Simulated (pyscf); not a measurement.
PySCF, gas phase, ωB97X-D3(BJ)/def2-SVP geometries. MP2 and CC: frozen core, UHF for open shells. ΔMP2 is the change of the MP2 total energy from the triple- to the quadruple-zeta basis.

### Question
What are the homolytic bond dissociation enthalpies (298 K) of HO–Ga(OH)–OH at CCSD(T)/def2-TZVPP + ΔMP2(QZVPP), weakest first?

### Answer
Ga–O to OH• + [HO–Ga–OH]•: 107.2 kcal/mol; H–O to •O–Ga(OH)–OH + H•: 120.8 kcal/mol. Ring and multiple bonds, and those that leave no two simple radicals, are not listed. The radicals are drawn with the spin at the cut bond; how far it spreads was not checked. Other isomers of [HO–Ga–OH]•, •O–Ga(OH)–OH were not searched in full and may lie lower. The CCSD(T) − MP2 part came from Ansatz, without density fitting, on the same reference. The frozen core leaves the outer d or s,p core shells of the metals and heavy elements correlated in the MP2 and CC values, and def2-TZVPP describes them poorly, which can shift differences by a few kcal/mol. Left out: the spin-orbit lowering of OH. Elements up to Kr have no core potential and no relativistic terms here.
